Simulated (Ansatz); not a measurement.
Si–BH$_{2}$, doublet in 6-31G: errors against full CI

Geometry: a PBE0/def2-TZVP stationary point for this spin, not checked as a minimum.

```xyz
4

Si    0.0000    0.0000    0.6345
B     0.0000    0.0000   -1.2907
H     0.0000   -1.0258   -1.9185
H     0.0000    1.0258   -1.9185
```

Basis 6-31G; Ansatz 0.2.0. Only valence electrons are correlated (noble-gas cores frozen), which leaves 9 electrons in 20 orbitals. R marks a restricted (for open shells ROHF) determinant, U an unrestricted one. Active spaces: valence = (9e, 10o) chosen from the atoms' valence shells.

Full CI is exact within this basis and frozen core; it isn't the basis-set limit. The frozen core follows each run's orbitals, which can shift R against U totals by a few meV.

For open shells CISD and CISDTQ are restricted-active-space CI with the open shells as a complete middle space.

The UHF ⟨S²⟩ is 0.758 and the T1 diagnostic (RCCSD) is 0.0266. The largest doubles amplitude (RCCSD) is 0.077 and the T1 diagnostic (UCCSD) is 0.0259.

```json
{"level": "RHF", "E − E(full CI) (kJ/mol)": "296.5", "share of correlation (%)": "0.00", "wall time": "–"}
{"level": "UHF", "E − E(full CI) (kJ/mol)": "294.7", "share of correlation (%)": "0.61", "wall time": "–"}
{"level": "RMP2", "E − E(full CI) (kJ/mol)": "78.8", "share of correlation (%)": "73.44", "wall time": "–"}
{"level": "UMP2", "E − E(full CI) (kJ/mol)": "78.6", "share of correlation (%)": "73.49", "wall time": "–"}
{"level": "CISD", "E − E(full CI) (kJ/mol)": "24.9", "share of correlation (%)": "91.59", "wall time": "0.74 s"}
{"level": "RCCSD", "E − E(full CI) (kJ/mol)": "8.9", "share of correlation (%)": "97.01", "wall time": "–"}
{"level": "UCCSD", "E − E(full CI) (kJ/mol)": "8.8", "share of correlation (%)": "97.02", "wall time": "–"}
{"level": "RCCSD(T)", "E − E(full CI) (kJ/mol)": "2.3", "share of correlation (%)": "99.23", "wall time": "0.94 s"}
{"level": "UCCSD(T)", "E − E(full CI) (kJ/mol)": "2.3", "share of correlation (%)": "99.23", "wall time": "1.4 s"}
{"level": "BCCD(T)", "E − E(full CI) (kJ/mol)": "2.3", "share of correlation (%)": "99.23", "wall time": "1.2 s"}
{"level": "RCCSDT", "E − E(full CI) (kJ/mol)": "0.3", "share of correlation (%)": "99.89", "wall time": "–"}
{"level": "UCCSDT", "E − E(full CI) (kJ/mol)": "0.3", "share of correlation (%)": "99.90", "wall time": "–"}
{"level": "CISDTQ", "E − E(full CI) (kJ/mol)": "1.0", "share of correlation (%)": "99.67", "wall time": "12 s"}
{"level": "RCCSDT(Q)", "E − E(full CI) (kJ/mol)": "0.1", "share of correlation (%)": "99.97", "wall time": "4.1 s"}
{"level": "UCCSDT(Q)", "E − E(full CI) (kJ/mol)": "0.1", "share of correlation (%)": "99.98", "wall time": "4.4 s"}
{"level": "RCCSDTQ", "E − E(full CI) (kJ/mol)": "0.0", "share of correlation (%)": "99.99", "wall time": "24 s (H100)"}
{"level": "UCCSDTQ", "E − E(full CI) (kJ/mol)": "0.0", "share of correlation (%)": "100.00", "wall time": "22 s (H100)"}
{"level": "CASSCF (valence space)", "E − E(full CI) (kJ/mol)": "100.1", "share of correlation (%)": "66.24", "wall time": "–"}
{"level": "NEVPT2 (valence space)", "E − E(full CI) (kJ/mol)": "27.6", "share of correlation (%)": "90.68", "wall time": "5.5 s"}
{"level": "MRCISD (valence space)", "E − E(full CI) (kJ/mol)": "3.5", "share of correlation (%)": "98.81", "wall time": "–"}
{"level": "MRCISD+Q (valence space)", "E − E(full CI) (kJ/mol)": "1.0", "share of correlation (%)": "99.66", "wall time": "8.5 s"}
```

The correlation energy at full CI, counted from RHF, is -3.073 eV. That run took 34 s on 2 threads of AMD EPYC 7R13 with a shared H100 80 GB, shared host over 18,783,488 determinants.

Times hold each run's SCF and search for its determinant on a shared host, so for small cases they say little of a method's own cost; rows without a card ran on 1 thread of AMD EPYC 7R13.

The full-CI state has the irrep B1 of C2v, in the program's axes.

Natural occupations of full CI about the gap: 1.972 1.961 1.960 1.931 0.985 0.051 0.031 0.029 0.021 0.021; effectively unpaired electrons, Σ n²(2−n)², 1.05.

Atomization energy (electronic, same basis, no zero-point term; atoms at the same level, unrestricted beside the R rows where the molecule is a closed shell, with restricted open-shell steps beyond CCSDT(Q)) at full CI: 892.8 kJ/mol. Errors of other levels:

| level | error (kJ/mol) |
| --- | --- |
| RHF | -122.9 |
| UHF | -121.5 |
| RMP2 | -3.7 |
| UMP2 | -3.7 |
| CISD | -23.0 |
| RCCSD | -7.1 |
| UCCSD | -7.1 |
| RCCSD(T) | -1.7 |
| UCCSD(T) | -1.7 |
| BCCD(T) | -1.7 |
| RCCSDT | -0.3 |
| UCCSDT | -0.3 |
| CISDTQ | -1.0 |
| RCCSDT(Q) | -0.1 |
| UCCSDT(Q) | -0.1 |
| RCCSDTQ | 0.0 |
| UCCSDTQ | 0.0 |
| CASSCF (valence space) | -51.1 |
| NEVPT2 (valence space) | -7.4 |
| MRCISD (valence space) | -3.4 |
| MRCISD+Q (valence space) | -1.3 |

This basis is far from its limit, so the value isn't to be set against a measured one. Truncated CI isn't size-consistent, which counts against it in atomization.
